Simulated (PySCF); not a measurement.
Gas-phase reaction: 2 vinylsilane + CH₃SiH₃ = 3 SiH + 5 CH₃

Method: PySCF energies (xtb for GFN2) plus ideal-gas RRHO corrections (1 bar). † marks an energy on the PBE0/def2-TZVP geometry and frequencies; other levels use their own. CCSD(T) freezes the core. 6-31G* has spherical d functions here. Open shells (unrestricted): SiH (multiplicity 2), CH₃ (multiplicity 2); the rest are closed-shell singlets. GFN2 has no spin-polarisation term. Spin-orbit splitting is ignored; it lowers the true energy and changes the entropy of SiH. B3LYP is the form with VWN-RPA correlation. CCSD(T) isn't extrapolated to the basis-set limit.

| level | ΔH°(298 K), kJ |
|---|---|
| B3LYP/6-31G* | [?] |
| B3LYP/def2-TZVP† | [?] |
| BLYP/def2-TZVP† | 1559 |
| CCSD(T)/def2-SVP† | [?] |
| GFN2-xTB | 2065 |
| HF/6-31G* | 1175 |
| PBE0/def2-QZVP† | 1638 |
| PBE0/def2-SVP† | [?] |
| PBE0/def2-TZVP | 1640 |
| ωB97X-V/def2-TZVP† | 1724 |

Question: What belongs in the gaps?

Answer: 
- B3LYP/6-31G*, ΔH°(298 K), kJ: 1584
- B3LYP/def2-TZVP†, ΔH°(298 K), kJ: 1588
- CCSD(T)/def2-SVP†, ΔH°(298 K), kJ: 1592
- PBE0/def2-SVP†, ΔH°(298 K), kJ: 1656
